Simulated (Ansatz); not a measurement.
# The aluminium atom (doublet): wave-function methods side by side, def2-SVP

An exercise on one series of results from a longer session: the logs are not shown, and one member is left open.

The runs use Ansatz 0.2.0, Gaussian basis; def2-SVP, core rule «outside noble gas», up to 5 orbitals frozen.

To be run: UHF; CCSD(T) on ROHF; CCSD(T) on UHF; BCCD(T) on ROHF; CISD; CCSDT on ROHF; CCSDT on UHF; CASSCF and MRCISD+Q, 3 electrons in 4 orbitals; CASSCF and MRCISD+Q(relaxed), 3 electrons in 4 orbitals; CASSCF and NEVPT4(SD), 3 electrons in 4 orbitals; CASSCF and NEVPT2, 3 electrons in 4 orbitals.

## The atom

A free atom, in its lowest state of this spin that the program finds.

1 atom, charge 0, spin multiplicity 2.

The first run:

Input file in.yaml:

```yaml
crystal:
  periodic: [false, false, false]
  atoms:
    - {symbol: Al, position_ang: [0.000000, 0.000000, 0.000000]}
basis:
  gaussian: {orbitals: def2-SVP}
magnetization: {spin_polarized: true, initial_magnetization: 1}
hamiltonian: {xc: hf}
output: {orbitals: {seedname: orbitals}}
```

The run is started by

```console
$ ansatz run in.yaml --threads 1 --pin off --events-out ev --progress --plain --max-ram 2393MiB
```

Steps of the session up to this table: UHF; CCSD(T) on ROHF; CCSD(T) on UHF; BCCD(T) on ROHF; CISD; CCSDT on ROHF; CCSDT on UHF; CASSCF and MRCISD+Q, 3 electrons in 4 orbitals; CASSCF and MRCISD+Q(relaxed), 3 electrons in 4 orbitals; CASSCF and NEVPT4(SD), 3 electrons in 4 orbitals; CASSCF and NEVPT2, 3 electrons in 4 orbitals.

One table of the session follows, with a row left open; its other results are not shown here.

| method | from RCCSD(T) (kcal/mol) |
| --- | --- |
| ROHF | +29.22 |
| UHF | +27.68 |
| RMP2 | +9.57 |
| UMP2 | ? |
| CISD | +0.44 |
| RCCSD | +0.41 |
| UCCSD | +0.35 |
| RCCSD(T) | 0 |
| UCCSD(T) | -0.01 |
| BCCD(T) | 0.00 |
| RCCSDT | -0.17 |
| UCCSDT | -0.17 |
| CASSCF valence | +14.51 |
| NEVPT2 valence | +4.09 |
| NEVPT4(SD) valence | +0.33 |
| MRCISD valence | -0.02 |
| MRCISD+Q valence | -0.40 |
| MRCISD+Q(relaxed) valence | -0.47 |

Q: Estimate the row for UMP2 from the others.

**Answer.** from RCCSD(T) (kcal/mol): +9.46. In the column «from RCCSD(T) (kcal/mol)» it lies between NEVPT2 valence (+4.09) and RMP2 (+9.57).

Limits of these values: Restricted and unrestricted rows rest on different reference determinants; where their highest levels disagree by more than a few hundredths of an eV, they describe different states and don't form one ladder.
